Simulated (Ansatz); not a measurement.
# BH4 (doublet): the correlation ladder at distance B1–H4 along a hydrogen transfer = 1.704 Å, cc-pVDZ

Aim: climb from Hartree-Fock through coupled cluster and multireference methods for BH4 (doublet) at one geometry and basis, and see what each rung misses.

Program: Ansatz 0.2.0, Gaussian basis. Level of theory: cc-pVDZ, core rule «outside noble gas», up to 1 orbitals frozen. These are calculated values, not measurements.

Plan: UHF; CCSD(T) on ROHF; CCSD(T) on UHF; BCCD(T) on ROHF; CISD; CCSDT(Q) on ROHF; CCSDT(Q) on UHF; CCSDTQ on ROHF; CCSDTQ on UHF; CASSCF and MRCISD+Q, 3 electrons in 3 orbitals; CASSCF and NEVPT2, 3 electrons in 3 orbitals; CASSCF and MRCISD+Q, 7 electrons in 8 orbitals; CASSCF and NEVPT2, 7 electrons in 8 orbitals; Full CI.

4 further runs of the same task are left out: 4 for a known fault of the program.

## 1. The geometry

The geometry derives from fragments relaxed apart (PBE0/def2-TZVP) and kept rigid, so it is no stationary point. A hydrogen atom is moved between rigid fragments.

5 atoms, charge 0, spin multiplicity 2.

Atoms are counted from 1 here; the program's logs count them from 0.

Bond lengths: B1–H2 1.193 Å, B1–H3 1.193 Å, H4–H5 0.745 Å. Angles: H2–B1–H3 120.0°.

## 2. UHF

in.yaml reads:

```yaml
crystal:
  periodic: [false, false, false]
  atoms:
    - {symbol: B, position_ang: [-0.200976, 0.000000, 0.000000]}
    - {symbol: H, position_ang: [-0.797709, 1.033571, 0.000000]}
    - {symbol: H, position_ang: [-0.797709, -1.033571, 0.000000]}
    - {symbol: H, position_ang: [1.503024, 0.000000, 0.000000]}
    - {symbol: H, position_ang: [2.248024, 0.000000, 0.000000]}
basis:
  gaussian: {orbitals: cc-pVDZ}
magnetization: {spin_polarized: true, initial_magnetization: 1}
hamiltonian: {xc: hf}
output: {orbitals: {seedname: orbitals}}
```

On the command line:

```bash
$ ansatz run in.yaml --threads 1 --pin off --events-out ev --progress --plain --max-ram 2816MiB --backend cpu
```

The runs that follow: CCSD(T) on ROHF; CCSD(T) on UHF; BCCD(T) on ROHF; CISD; CCSDT(Q) on ROHF; CCSDT(Q) on UHF; CCSDTQ on ROHF; CCSDTQ on UHF; CASSCF and MRCISD+Q, 3 electrons in 3 orbitals; CASSCF and NEVPT2, 3 electrons in 3 orbitals; CASSCF and MRCISD+Q, 7 electrons in 8 orbitals; CASSCF and NEVPT2, 7 electrons in 8 orbitals; Full CI.

**Question.** What will the summary of the whole plan be? Wanted: FCI below the RHF energy; RMP2 from FCI; UMP2 from FCI; RCCSD from FCI; RCCSD(T) from FCI; UCCSD(T) from FCI; RCCSDT(Q) from FCI; UCCSDT(Q) from FCI; NEVPT2 pair from FCI.

The runs gave:

```
                         quantity                                                                                                  value
         FCI below the RHF energy                                                                                             -3.6352 eV
                    RMP2 from FCI                                                                                             +847.4 meV
                    UMP2 from FCI                                                                                             +840.9 meV
                   RCCSD from FCI                                                                                              +62.7 meV
                RCCSD(T) from FCI                                                                                              +14.5 meV
                UCCSD(T) from FCI                                                                                              +14.8 meV
               RCCSDT(Q) from FCI                                                                                               +0.3 meV
               UCCSDT(Q) from FCI                                                                                               +0.1 meV
             NEVPT2 pair from FCI                                                                                             +796.2 meV
          NEVPT2 valence from FCI                                                                                             +623.7 meV
        MRCISD+Q valence from FCI                                                                                               +3.4 meV
levels within 1 kcal/mol (43 meV)  RCCSD(T), UCCSD(T), BCCD(T), RCCSDT, UCCSDT, RCCSDT(Q), UCCSDT(Q), RCCSDTQ, UCCSDTQ, MRCISD+Q valence
                    T1 diagnostic                                                                                                  0.020
   effectively unpaired electrons                                                                                                   1.03
```

**Reading.** RCCSD(T) misses by +14.5 meV, 0.4 % of the correlation energy. One determinant dominates. Of the multireference levels listed MRCISD+Q valence comes nearest in total energy (+3.4 meV), which doesn't show that its space is the better one. These misses are within one basis, not against nature; the frozen cores of restricted and unrestricted runs differ, which can shift their rows.
